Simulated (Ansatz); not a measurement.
A nudged elastic band was laid between two geometries of BClH2 + H (5 atoms, charge 0, multiplicity 2).

Level of theory: UHF/def2-SVP (Ansatz).

* movable images: 1
* climbing image: no
* spring: 5.0 eV/Å²
* optimiser: quadratic models (default)
* start path: through a guess of the saddle point
* force threshold: 0.05 eV/Å
* iteration limit: 60
* end points: relaxed

Initial state:

```xyz
5
Properties=species:S:1:pos:R:3
B 0.000 0.000 -0.363
Cl 0.000 0.000 1.391
H 1.050 0.000 -0.927
H -1.050 0.000 -0.927
H 0.000 0.000 5.526
```

Final state:

```xyz
5
Properties=species:S:1:pos:R:3
B 0.000 0.000 -0.954
Cl 0.000 0.000 3.673
H 1.071 0.000 -1.482
H -1.071 0.000 -1.482
H 0.000 0.000 4.944
```

What changes between the two ends?

Bonds broken: B1–Cl2. Bonds formed: Cl2–H5. BClH2 + H becomes BH2 + ClH.

What energy profile does the band end with?

It converged. The highest image is number 1 of 0 to 2, 1.34 eV above the first end and 0.39 eV above the last; the last end lies 0.96 eV above the first. Neighbouring images differ by up to 1.3 eV, so the band resolves the path poorly. No image climbed, so the highest image needn't sit at the top of the path. A band with more images between the same ends climbed to 2.14 eV, so this one has probably stepped over the top. So few images can step over the top or miss a turn of the path.

| image | path coordinate (Å) | energy (eV) | B1–Cl2 (Å) | Cl2–H5 (Å) |
| --- | --- | --- | --- | --- |
| 0 | 0.00 | 0.00 | 1.75 | 4.14 |
| 1 | 2.10 | 1.34 | 2.75 | 1.27 |
| 2 | 4.20 | 0.96 | 4.63 | 1.27 |

What is the geometry of the highest image?


```xyz
5
Properties=species:S:1:pos:R:3
B 0.000 0.000 -0.230
Cl 0.000 0.000 2.523
H 1.093 0.000 -0.695
H -1.093 0.000 -0.695
H 0.000 0.000 3.797
```

Run time: 4.3 s on 1 thread of Arm Neoverse V1, with other jobs on the host, peak memory 0.089 GiB.
